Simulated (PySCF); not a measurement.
Species: C$_{2}$H$_{6}$N, charge -1, multiplicity 1. It need not be the lowest isomer of its formula. Whether it binds its extra electron was not tested at this geometry. 
Coordinates optimised at B3LYP-D3(BJ)/def2-TZVP (Ansatz):
```xyz
9

C      1.1691    -0.3662     0.0283
C     -0.1041     0.5343     0.0013
N     -1.3467    -0.1374     0.0793
H      2.1128     0.2133     0.0222
H      1.1446    -1.0056     0.9178
H      1.1701    -1.0248    -0.8489
H      0.0666     1.2143    -0.8941
H     -0.0065     1.2172     0.8688
H     -1.4509    -0.6616    -0.7986
```
Charge -1, spin multiplicity 1.

Dispersion corrections to the total energy (kcal/mol) from the dftd3 and dftd4 libraries through PySCF: D3(BJ) without and D4 with the three-body term, each with the damping fitted for the functional named.

| functional | D3(BJ) | D4 |
|---|---|---|
| PBE | -2.95 | -3.30 |
| BP86 | -4.16 | -4.14 |
| PBE0 | -2.41 | … |
| LC-wPBE | -2.49 | -3.61 |
| TPSS | … | -4.49 |
| BHLYP | … | -3.39 |
| HSE06 | -1.64 | -2.47 |

Task: Fill in the missing entries.

Result: 
- PBE0, D4: -2.71
- TPSS, D3(BJ): -3.58
- BHLYP, D3(BJ): -3.60
